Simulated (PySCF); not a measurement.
Bonds (- single, = double, # triple, : aromatic): C1=C2, C2-S3, S3-C4, C4#N5. C1 carries H6, H7; C2 carries H8. H6 is cis to S3; H7 is trans to S3.

GIAO shifts from PySCF 2.14 on PBE0-D3(BJ)/def2-SVP geometries (one conformer, non-relativistic, equivalent nuclei averaged), against TMS at the same level and in the same medium; PCM means IEF-PCM chloroform.

Measured (solution, not stated per compound (mostly CDCl3 or CCl4); Pretsch, Buehlmann, Badertscher, Structure Determination of Organic Compounds, 4th ed. (2009)): H8 6.19, H7 5.70, H6 5.66 ppm.

Which unscaled values do B97-2/pcSseg-2, gas; PBE0/pcSseg-1, PCM; WP04/pcSseg-1, PCM; wB97X-D/pcSseg-1, PCM give, and how close are they?

## Answers


| atoms | measured | B97-2/pcSseg-2, gas | PBE0/pcSseg-1, PCM | WP04/pcSseg-1, PCM | wB97X-D/pcSseg-1, PCM |
| --- | --- | --- | --- | --- | --- |
| H8 | 6.19 | 6.57 | 5.96 | 5.67 | 5.93 |
| H7 | 5.70 | 5.61 | 6.22 | 5.93 | 6.22 |
| H6 | 5.66 | 5.48 | 6.10 | 5.85 | 6.14 |

Mean absolute error for 1H: B97-2/pcSseg-2, gas 0.22, PBE0/pcSseg-1, PCM 0.40, WP04/pcSseg-1, PCM 0.31, wB97X-D/pcSseg-1, PCM 0.42 ppm.
